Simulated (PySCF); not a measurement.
System: C₄H₅, charge 0, multiplicity 2. It need not be the lowest isomer of its formula. SMILES: C=[C]C=C
Geometry from a B3LYP-D3(BJ)/def2-TZVP (Ansatz) optimisation:
```xyz
9

C      0.8696     1.6652    -0.1227
C      0.1066     0.6301     0.0387
C     -0.6871    -0.4439     0.2069
C     -0.3428    -1.7568    -0.0904
H      1.5364     2.0155     0.6625
H      0.8806     2.2317    -1.0515
H     -1.6792    -0.2534     0.6105
H      0.6296    -2.0016    -0.4934
H     -1.0451    -2.5599     0.0769
```
Charge 0, spin multiplicity 2.

Dispersion corrections to the total energy (kcal/mol) from the dftd3 and dftd4 libraries through PySCF: D3(BJ) without and D4 with the three-body term, each with the damping fitted for the functional named.

```tsv
functional	D3(BJ)	D4
BLYP	-7.14	-7.05
B2PLYP	-2.62	-2.18
PW6B95	-1.59	…
B3LYP	…	-5.00
HSE06	-2.12	…
revPBE	-8.88	-10.97
CAM-B3LYP	-2.52	-2.60
```

### Question
What belongs in the gaps?

### Answer

- PW6B95, D4: -2.76
- B3LYP, D3(BJ): -5.80
- HSE06, D4: -2.40
